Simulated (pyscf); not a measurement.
9 organic steps of one kind (substitution at C, radical): barrier in kJ/mol, from the separated reactants or the lowest minimum found. Optimised with ωB97X-D3(BJ)/def2-SVP in PySCF. Functionals in def2-TZVP; the last column is ωB97M-D3(BJ)/def2-TZVP. Rows were drawn at random from the steps of this kind and element class whose saddle was verified and whose references are stable.

```csv
step,PBE,B3LYP-D3(BJ),PBE0-D3(BJ),ωB97M-D3(BJ)
H₃C–CH₂–Mg–CH₂–CH₃ + H• → [H₃C–CH₂–Mg]• + H₃C–CH₃,15.7,26.6,33.0,51.9
H₃C–CH₂–Cl + CH₃• -> H₃C–CH₃ + •H₂C–Cl,165.3,189.2,188.5,203.6
H₂C=N–CH₃ + CH₃• → H₂C=N• + H₃C–CH₃,133.3,156.1,160.7,174.2
H₃C–Cl + •H₂C–Br → H₃C–CH₂–Br + Cl•,78.4,88.8,95.4,110.1
H₃C–CH₂–Be–CH₂–CH₃ + H• → [Be–CH₂–CH₃]• + H₃C–CH₃,64.9,82.8,82.2,108.3
H₃C–Bi(CH₃)–CH₃ + H• → H₃C–Bi•–CH₃ + CH₄,14.4,16.4,25.7,39.3
H₃C–CH₂–Br + CH₃• -> H₃C–CH₂–CH₃ + Br•,65.4,75.9,81.4,93.6
H₃C–CH₂–C≡N + H• → H₃C–C≡N + CH₃•,142.1,150.7,160.0,174.4
H₃C–Sb(CH₃)–CH₃ + CH₃• → H₃C–Sb•–CH₃ + H₃C–CH₃,58.7,75.9,77.8,94.0
```

Differences from the last column (kJ/mol): PBE: mean -34.6, median -35.2, mean size 34.6, lower in 9 of 9; B3LYP-D3(BJ): mean -20.8, median -21.3, mean size 20.8, lower in 9 of 9; PBE0-D3(BJ): mean -16.1, median -14.7, mean size 16.1, lower in 9 of 9. PBE is closest for row 6 (24.9 kJ/mol apart) and farthest for row 5 (43.5 kJ/mol). PBE, r²SCAN and M06-2X carry no added dispersion term. The last column is a level with limits of its own. Each barrier is that of the saddle found. Left out: the spin-orbit lowering of Br, Cl, which is large for Br, Se, Te and I. Elements up to Kr have no core potential and no relativistic terms here. Elements past Kr carry the def2 core potentials, without spin-orbit coupling.
